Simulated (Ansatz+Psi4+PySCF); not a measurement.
The numbers below are computed, except where a source is named.
## PySCF 2.14.0 run

```python
from pyscf import gto, scf, mp

mol = gto.M(atom="""
O 0.000000 0.000000 0.117140
H 0.000000 0.756710 -0.468580
H 0.000000 -0.756710 -0.468580
""", basis='cc-pvtz', charge=0, spin=0)
mf = scf.RHF(mol)
mf.kernel()
pt = mp.MP2(mf, frozen=1).run()
print(mf.e_tot, pt.e_corr, pt.e_tot)
```

The script is written out from the run's settings.

Output:

- Converged: yes
- Reference energy: -76.05719 hartree
- Correlation energy: -0.26144 hartree
- Total energy: -76.31863 hartree
- Spin squared of the determinant: 0.000
